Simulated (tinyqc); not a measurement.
Worked calculation: Pariser-Parr-Pople SCF with singles CI, for the molecule c1ccoc1 (SMILES; centres numbered as the heavy atoms are written). One step of it, computed by the program tinyqc.

Task: Singles CI, singlets. Over the 6 single excitations with the smallest orbital gaps: A = (e_a - e_i) delta + 2 (ia|jb) - (ij|ab), with (pq|rs) = sum c_mp c_mq gamma_mn c_nr c_ns. f = 2/3 w |mu|^2 in atomic units, mu = sqrt2 sum c_ia sum_m c_mi c_ma R_m.

orbital energies (eV): -18.051643  -12.879740  -11.548692  -0.321652  1.592976

coefficients:
```
,MO1,MO2,MO3,MO4,MO5
1C,0.185758,0.603409,0.350636,-0.318401,-0.614057
2C,0.185785,0.603585,-0.350297,-0.318090,0.614231
3C,0.367507,0.189554,-0.614090,0.573559,-0.350616
4O,0.812916,-0.447058,-0.000139,-0.373239,0.000062
5C,0.367538,0.189186,0.614199,0.573727,0.350317
```

repulsion gamma_rs (eV), lower triangle:
```
,1C,2C,3C,4O,5C
1C,11.800000
2C,7.752315,11.800000
3C,5.597059,7.754527,11.800000
4O,5.983095,5.982199,8.891729,23.580000
5C,7.752315,5.594929,5.596326,8.893340,11.800000
```

Centres (angstrom, eV; a flat drawing with bonds scaled to 1.40 angstrom):
```
centre,x,y,core charge z,W,gamma_rr
1C,1.191000,0.000000,1,12.270000,11.800000
2C,0.368000,1.133000,1,12.270000,11.800000
3C,-0.963000,0.700000,1,12.270000,11.800000
4O,-0.963000,-0.700000,2,37.070000,23.580000
5C,0.368000,-1.133000,1,12.270000,11.800000
```

Give: singlet CI matrix; singlet excitation energies; oscillator strengths.

Result:

singlet CI matrix (eV), lower triangle:
```
,3>4,2>4,3>5,2>5,1>4,1>5
3>4,5.7872
2>4,0.0008,7.1906
3>5,0.0007,0.9159,7.4166
2>5,-0.8475,0.0000,0.0001,7.9625
1>4,-0.0002,-0.1858,-0.6227,0.0006,10.8317
1>5,-0.0516,0.0004,0.0007,-0.1661,-0.0001,13.0279
```

singlet excitation energies (eV): 5.4946  6.3633  8.1011  8.2496  10.9744  13.0334

oscillator strengths: 0.2295  0.0100  0.9631  0.4425  0.1335  0.0458
